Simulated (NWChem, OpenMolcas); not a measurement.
BHF2 (SMILES FBF): the dipole moment, rung by rung

BHF2 has 4 atoms, charge 0, and is taken as a singlet. As SMILES, `FBF`. The shape is that of a PBE0-D4/def2-TZVP optimisation.

Each level gives the dipole moment (D). The values are calculated.

| level | kind | program | value (D) | CPU time |
| --- | --- | --- | --- | --- |
| SVWN5/def2-TZVPP | LDA | OpenMolcas | 0.81 | 18 s |
| BLYP/def2-TZVPP | GGA | OpenMolcas | 0.79 | 24 s |
| PBE/def2-TZVPP | GGA | NWChem | 0.76 | 29 s |
| TPSS/def2-TZVPP | meta-GGA | OpenMolcas | 0.79 | 32 s |
| r2SCAN/def2-TZVPP | meta-GGA | NWChem | 0.82 | 19 s |
| B3LYP/def2-TZVPP | global hybrid | NWChem | 0.89 | 17 s |
| M06-2X/def2-TZVPP | hybrid meta-GGA | OpenMolcas | 0.99 | 30 s |
| wB97X/def2-TZVPP | range-separated hybrid | NWChem | 0.91 | 1.7 min |

The values span 0.76 to 0.99 D. Magnitudes only: a small dipole may point the other way at some levels. CPU times are rough (shared hosts, several kinds of processor): they show what a rung costs within a factor of a few.
